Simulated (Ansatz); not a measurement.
# Worked example: correlation energy of C2H6O, singlet

Geometry: MP2(full)/6-31G*, from the G2/97 set.

```xyz
9

C     1.2220   -0.3818    0.0000
C     0.0538    0.5781    0.0000
O    -1.1363   -0.2090    0.0000
H    -1.8928    0.4002    0.0000
H     0.0964    1.2261    0.8869
H     0.0964    1.2261   -0.8869
H     2.1697    0.1634    0.0000
H     1.1824   -1.0186    0.8859
H     1.1824   -1.0186   -0.8859
```

Basis 6-31G; Ansatz 0.2.0. Correlated methods freeze the noble-gas cores, which leaves 20 electrons in 36 orbitals. Prefix R: restricted or restricted open-shell reference.

Full CI isn't at hand for all of this; RCCSDT(Q) serves as the reference, and is uncertain by about the last step of the cluster series.

Runs differ by some tens of microhartree through their thresholds, so steps under 0.03 kcal/mol mean nothing.

| level | total energy (hartree) |
| --- | --- |
| RHF | -154.011153 |
| RMP2 | -154.317196 |
| RCCSD | -154.348613 |
| RCCSD(T) | -154.354737 |
| RCCSDT | -154.355216 |
| RCCSDT(Q) | -154.355952 |

Problem. What is the correlation energy at RCCSDT(Q), and what share of it do RMP2 and RCCSDT recover?

Solution. E(corr) = -154.355952 − (-154.011153) = -0.344799 hartree = -9.382 eV. RMP2: -0.306043 / -0.344799 = 88.76 %. RCCSDT: -0.344063 / -0.344799 = 99.79 %.

Problem. By how many kcal/mol does RCCSD(T) miss RCCSDT(Q) (1 hartree = 627.509 kcal/mol), and which steps make up the rest?

Solution. -154.354737 − (-154.355952) = 0.001215 hartree = 0.76 kcal/mol. Steps: RCCSDT − RCCSD(T) = -0.30, RCCSDT(Q) − RCCSDT = -0.46 kcal/mol. That is within 1 kcal/mol of the reference in this basis, which itself misses far more of the correlation at the basis-set limit.
